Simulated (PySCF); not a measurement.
Compound: cyclopropanecarboxylic acid, C4H6O2.
Geometry (GFN2-xTB, Å), atoms numbered from 1 in this order:
```
atom  x, y, z in Å
O1     1.574   -0.264   -1.166
C2     1.257   -0.162   -0.009
O3     2.155   -0.224    0.990
C4    -0.116    0.039    0.498
C5    -1.246   -0.603   -0.271
C6    -1.055    0.867   -0.347
H7     3.045   -0.356    0.628
H8    -0.182    0.104    1.575
H9    -0.967   -1.192   -1.132
H10   -2.072   -1.001    0.298
H11   -0.647    1.274   -1.259
H12   -1.745    1.518    0.168
```

PySCF, density fitting, gas phase, GFN2-xTB geometry. The standard run uses grid level 2 after a coarse-grid start, the def2-universal JK fitting basis (with tight functions added where the orbital basis needs them), an energy threshold of 1e-9 Eh and DIIS. The changed runs have no coarse-grid stage.

Problem. Standard PBE0/pcSseg-1: E = -306.104079 Eh, HOMO -8.089 eV, LUMO 0.268 eV, dipole 1.638 D, 14 cycles (coarse-grid cycles included). What changes at PBE0/pcSseg-1 with: grid level 1?

Solution. E = -306.104071 Eh (+0.008 mEh), HOMO -8.090 eV (-0.001), LUMO 0.268 eV (0.000), dipole 1.638 D (0.000), 10 SCF cycles. The result matches the standard run within 0.02 mEh and 0.003 eV.

The cycles:
```
cycle   1  E = -305.9500208180  dE =  1.111e+00  |g| = 9.109e-01  |ddm| = 3.034e+00
cycle   2  E = -305.6462957696  dE =  3.037e-01  |g| = 1.578e+00  |ddm| = 1.724e+00
cycle   3  E = -306.0894640871  dE = -4.432e-01  |g| = 2.767e-01  |ddm| = 1.267e+00
cycle   4  E = -306.1032319012  dE = -1.377e-02  |g| = 7.028e-02  |ddm| = 2.105e-01
cycle   5  E = -306.1039759152  dE = -7.440e-04  |g| = 2.026e-02  |ddm| = 4.806e-02
cycle   6  E = -306.1040656151  dE = -8.970e-05  |g| = 4.807e-03  |ddm| = 1.900e-02
cycle   7  E = -306.1040703354  dE = -4.720e-06  |g| = 1.119e-03  |ddm| = 4.124e-03
cycle   8  E = -306.1040705923  dE = -2.569e-07  |g| = 2.823e-04  |ddm| = 1.179e-03
cycle   9  E = -306.1040706100  dE = -1.774e-08  |g| = 4.129e-05  |ddm| = 2.704e-04
cycle  10  E = -306.1040706104  dE = -3.724e-10  |g| = 2.018e-05  |ddm| = 6.816e-05
```
